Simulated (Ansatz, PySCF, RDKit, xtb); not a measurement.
**CHClSi−: a search for the lowest isomer**

Given the formula CHClSi− (charge -1, odd number of electrons) and nothing else, which arrangement of the atoms is the most stable in the gas at 298.15 K, and what are its properties?

Plan: many cheap relaxations first (GFN2-xTB), then density-functional screening, relaxation at PBE0-D3(BJ)/def2-SVPD, vibrations and a final energy. The numbers are computed, not measured.

6 further runs of the same task are left out: 2 that didn't finish, 4 set aside as unsound or not needed.

### 1 Candidates

All bonding patterns within simple valence rules are listed by program: one Lewis structure each, at most two rings and one unusual centre or charged pair. O–O, O–halogen and N–halogen bonds and N–N–N chains are not drawn. That gives 3 candidates.

| label | SMILES | spin |
| --- | --- | --- |
| c103 | [CH]=[Si-]Cl | doublet |
| c114 | [SiH-]=[C]Cl | doublet |
| c842 | [C]#[SiH-]Cl | doublet |

Candidates are built by distance geometry, with a force field where one applies, in up to four conformers (letters a to d). 6 starts with atoms placed at random are added, to find patterns that the rules miss.

Q: Predict the outcome of this search (final energies at CCSD(T)/def2-SVPD).

| quantity | value |
| --- | --- |
| lowest structure found | [CH]=[Si-]Cl, doublet, Cs |
| next finalist | [C]#[SiH-]Cl, doublet, 35.5 kcal/mol higher in G |
| share at equilibrium, among the finalists | 100.0 % |
| harmonic wavenumbers, lowest and highest (PBE0-D3(BJ)/def2-SVPD) | 182 and 3231 cm⁻¹ |
| rotational constants, same geometry | 0.7989, 0.1315, 0.1129 cm⁻¹ |
| HOMO energy (highest over α and β) (PBE0/def2-TZVPD) | -0.91 eV |
| LUMO energy (lowest over α and β) (PBE0/def2-TZVPD) | 2.57 eV |
| lowest excitation (TD-B3LYP/def2-SVPD) | 1.21 eV (f = 0.001) |
| strongest of the states computed, same level | 4.07 eV (f = 0.014) |
| vertical detachment energy | 2.85 eV |
| vertical quartet less doublet | +2.39 eV |

The lowest structure found is `[CH]=[Si-]Cl`. The margin of 35.5 kcal/mol over the next finalist is beyond the usual error of the last level; it says nothing of structures that weren't ranked. GFN2-xTB, HF/STO-3G, r2SCAN-D4/def2-SVPD, PBE0-D3(BJ)/def2-SVPD, HF/def2-SVPD and MP2/def2-SVPD already put its bonding pattern lowest among the structures in one piece. A large T1 diagnostic among the finalists warns that one reference determinant may not suffice. It concerns: the winner; the finalist [C]#[SiH-]Cl (doublet); the finalist [SiH-]=[C]Cl (doublet). In an anion, excitations above the detachment energy lie in the continuum and hang on the basis, so they needn't be bound states. The stability test raises a flag; for an open shell a flag towards a general spinor solution can be the free rotation of the spin. Lowest found is not proven lowest: the search is finite, and each finalist counts with one conformer.
